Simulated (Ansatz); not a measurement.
Ideal-gas functions of C$_{3}$H$_{3}$NO (`NC=C=C=O`) at 400 K and 1 bar, from an Ansatz frequency run at PBE0-D4/def2-TZVP.

Molar mass 69.06 g/mol, point group Cs (symmetry number 1), electronic degeneracy 1, moments of inertia 7.102, 225.65, 232.752 u Å². Harmonic wavenumbers (cm⁻¹, unscaled): 130, 135, 332, 467, 588, 630, 653, 922, 970, 1178, 1329, 1415, 1639, 1772, 2242, 3106, 3612, 3750.

Use S(trans) = R[1.5 ln M + 2.5 ln T − 1.1517]; rotational temperatures θ = 24.2544 K / I; S(rot) = R[ln(√π/σ · √(T³/θAθBθC)) + 1.5]; for each mode x = 1.438777 ν̃/T, S = R[x/(eˣ − 1) − ln(1 − e⁻ˣ)] and H = RT x/(eˣ − 1); 1 cm⁻¹ = 0.0119627 kJ/mol; R = 8.31446 J/(mol·K).

Q: By hand: the entropy, in J/(mol·K).

A: Translation 167.8. Rotation: θ = 3.4152, 0.1075, 0.1042 K, giving 105.5. Vibration, mode by mode: 14.71, 14.40, 7.32, 4.92, 3.48, 3.09, 2.90, 1.35, 1.17, 0.64, 0.41, 0.31, 0.16, 0.10, 0.02, 0.00, 0.00, 0.00, in all 55.0. Electronic 0.0. Sum 328.3 J/(mol·K).

Q: By hand: H − E and G − E in kJ/mol, counted from the electronic energy.

A: Zero-point energy ½ × 24870 × 0.0119627 = 148.8; thermal vibration 12.2; translation, rotation and pV give 4 RT = 13.3. H − E = 174.3 kJ/mol, and G − E = 174.3 − 400 × 328.3/1000 = 43.0 kJ/mol.

Vibration gives 17 % of the entropy, 29.1 J/(mol·K) of it from the modes under 150 cm⁻¹: soft modes count most, and the harmonic formula is weakest for them. The sum counts one conformer and one mirror image; others add a mixing term.
